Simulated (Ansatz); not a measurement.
# C2H4O2: the cost of one run

Method: the levels named in each step, in Ansatz 0.2.0.

## (1) The structure to begin with

Bond lengths: C1–O2 1.426 Å, O2–C3 1.321 Å, C3–O4 1.195 Å, C1–H5 1.087 Å, C1–H6 1.086 Å, C1–H7 1.097 Å, C3–H8 1.103 Å. Angles: C1–O2–C3 116.2°, O2–C1–H5 106.3°, O2–C1–H6 110.3°, O2–C1–H7 110.1°, H5–C1–H6 110.8°, H5–C1–H7 110.6°, H6–C1–H7 108.8°, O2–C3–O4 126.5°, O2–C3–H8 108.8°, O4–C3–H8 124.7°.

As a file:

```xyz
8

C    -1.4675   -0.1113   -0.1180
O    -0.2204   -0.6130   -0.5935
C     0.8641   -0.0740   -0.0652
O     0.8992    0.7851    0.7643
H    -2.2401   -0.6529   -0.6569
H    -1.5567   -0.2764    0.9520
H    -1.5409    0.9650   -0.3171
H     1.7522   -0.5480   -0.5162
```

## (2) A rough first relaxation, PBE-D4/def2-SVP

This run stands in another session on the same molecule. It ended at:

```xyz
8

C    -1.4702   -0.1104   -0.1214
O    -0.2215   -0.6266   -0.6092
C     0.8813   -0.0740   -0.0648
O     0.8946    0.7953    0.7771
H    -2.2616   -0.6586   -0.6622
H    -1.5648   -0.2738    0.9712
H    -1.5505    0.9779   -0.3177
H     1.7826   -0.5556   -0.5237
```

## (3) Relaxation, HF/STO-3G

input.yaml reads:

```yaml
crystal:
  periodic: [false, false, false]
  atoms:
    - { symbol: C, position_ang: [-1.4701699, -0.11041861, -0.12138367] }
    - { symbol: O, position_ang: [-0.22147289, -0.62657253, -0.60917821] }
    - { symbol: C, position_ang: [0.88125486, -0.0739833, -0.06476035] }
    - { symbol: O, position_ang: [0.89456965, 0.79527378, 0.77707172] }
    - { symbol: H, position_ang: [-2.26157131, -0.65856196, -0.66222206] }
    - { symbol: H, position_ang: [-1.56484305, -0.27382263, 0.97122619] }
    - { symbol: H, position_ang: [-1.55052921, 0.97791639, -0.31765915] }
    - { symbol: H, position_ang: [1.78263184, -0.55560115, -0.52365448] }
basis:
  gaussian: { orbitals: STO-3G }
hamiltonian:
  xc: hf
relax:
  f_tol: 0.002
  max_steps: 150
```

Launch:

```console
ansatz run input.yaml --threads 2 --pin off --max-ram 5120MiB --backend cpu --events-out ev --progress --plain --runs-dir out
```

What time and memory should one allow on 2 threads of AMD EPYC (Zen 3), shared host?

About 6.4 s, with a peak of 0.094 GiB.
